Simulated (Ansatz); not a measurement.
# CH2Cl− (SMILES [CH2-]Cl): single points off equilibrium

The task here is to estimate one member of a computed series from the others.

Method: single points in def2-TZVPPD; program: Ansatz 0.2.0, Gaussian basis.

Cores are frozen in the correlated methods.

## The system as given

SMILES `[CH2-]Cl`, 4 atoms, charge -1, spin multiplicity 1.

Atoms are counted from 1 here; the program's logs count them from 0.

Bond lengths: C1–Cl2 1.845 Å, C1–H3 1.067 Å, C1–H4 1.092 Å. Angles: Cl2–C1–H3 99.1°, Cl2–C1–H4 102.8°, H3–C1–H4 102.4°.

As a file:

```xyz
4
charge -1, multiplicity 1
C     0.3402   -0.3283    0.1695
Cl   -0.4351    1.2469    0.7379
H    -0.5441   -0.8701   -0.0835
H     0.7404   -0.0616   -0.8105
```

The first run:

Contents of run/in.yaml:

```yaml
crystal:
  periodic: [false, false, false]
  atoms:
    - {symbol: C, position_ang: [0.340200, -0.328300, 0.169500]}
    - {symbol: Cl, position_ang: [-0.435100, 1.246900, 0.737900]}
    - {symbol: H, position_ang: [-0.544100, -0.870100, -0.083500]}
    - {symbol: H, position_ang: [0.740400, -0.061600, -0.810500]}
basis:
  gaussian: {orbitals: "def2-TZVPPD.json"}
total_charge: -1
correlation: {method: ccsd_t}
output: {forces: true}
```

The basis file named in the input lies beside it (Basis Set Exchange, JSON).

No record of the launch command was kept for these runs.

Among the steps run: CCSD(T)/def2-TZVPPD; PBE0-D4/def2-TZVPPD; wB97M-V/def2-TZVPPD; r2SCAN-D4/def2-TZVPPD; PBE-D4/def2-TZVPPD; BHLYP-D4/def2-TZVPPD; r2SCAN0-D4/def2-TZVPPD.

One of the session's tables, all rows but one given; the rest of the session is left out.

```
    method  RMS force component (eV/Å)  angle to CCSD(T) forces (°)
   CCSD(T)                       0.598                    reference
   PBE0-D4                       0.535                         11.3
   wB97M-V                           ?                            ?
 r2SCAN-D4                       0.595                          3.4
    PBE-D4                       0.671                         11.0
  BHLYP-D4                       0.474                         17.3
r2SCAN0-D4                       0.488                          6.3
```

**Question.** Estimate the row for wB97M-V.

As computed: RMS force component (eV/Å): 0.527; angle to CCSD(T) forces (°): 3.6. In the column «RMS force component (eV/Å)» it lies between r2SCAN0-D4 (0.488) and PBE0-D4 (0.535).

Caveats from the session: The anion's highest level is positive in at least one run, so there the basis alone may hold the extra electron.
